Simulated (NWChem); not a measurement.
# ammonia (NH$_{3}$); SMILES N

```xyz
4

N      0.0000     0.0000     0.1315
H      0.6642     0.6642    -0.2639
H      0.2431    -0.9073    -0.2639
H     -0.9073     0.2431    -0.2639
```
Atoms are numbered in this order, from 1.

Structure relaxed at the B3LYP/6-31G* (spherical d) level.

 States above −ε(HOMO) = 9.3 eV lie in this functional's continuum and hang on the basis.

**Question.** List the 4 lowest vertical singlet excitations from CAM-B3LYP/def2-TZVPD, TDA (NWChem).

**Answer.** 
| state | energy (eV) | oscillator strength | leading excitation (squared amplitude) |
|---|---|---|---|
| S1 | 6.53 | 0.085 | HOMO → LUMO (0.98) |
| S2 | 8.70 | 0.016 | HOMO → LUMO+1 (0.97) |
| S3 | 8.70 | 0.016 | HOMO → LUMO+2 (0.97) |
| S4 | 10.14 | 0.004 | HOMO → LUMO+5 (0.60) |
